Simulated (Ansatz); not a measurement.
Molecule (SMILES): S (H2S).
Atoms: S1, H2, H3. Bonds: S1-H2, S1-H3.

How fast the optimised S1-H2 bond length converges with the basis for several methods (Ansatz, a program for electronic structure): deviation from each method's own reference, in Å. References: CCSD(T) 1.3378 Å, the value in def2-QZVPPD; HF 1.3261 Å, the value in pcseg-4; MP2 1.3324 Å, the value in pcseg-4; PBE 1.3512 Å, the value in pcseg-4; PBE0 1.3403 Å, the value in pcseg-4. Cartesian d functions, on some or all atoms, in 6-31G**; all else is spherical. In correlated methods cores are frozen. No added dispersion term, no relativity. The reference of a correlated method is not its basis-set limit, which lies further on.

```
basis              functions  CCSD(T)      HF      MP2     PBE    PBE0
-----------------  ---------  -------  ------  -------  ------  ------
STO-3G                    11   0.0232  0.0025   0.0140  0.0167  0.0127
pcseg-0                   17   0.0417  0.0233   0.0351  0.0355  0.0308
def2-SV(P)                22   0.0237  0.0124   0.0185  0.0172  0.0151
6-31G**                   29  -0.0025  0.0011  -0.0022  0.0053  0.0035
aug-pcseg-1               45   0.0109  0.0086   0.0105  0.0126  0.0109
def2-TZVPD                64   0.0051  0.0015   0.0049  0.0015  0.0014
cc-pV(T+d)Z               67  -0.0001  0.0008   0.0001  0.0004  0.0005
6-311++G(3df,3pd)         83   0.0000  0.0004   0.0001  0.0008  0.0006
```

Mean absolute deviation over def2-TZVPD, cc-pV(T+d)Z, 6-311++G(3df,3pd): PBE0 0.0008, HF 0.0009, PBE 0.0009, MP2 0.0017, CCSD(T) 0.0017 Å.
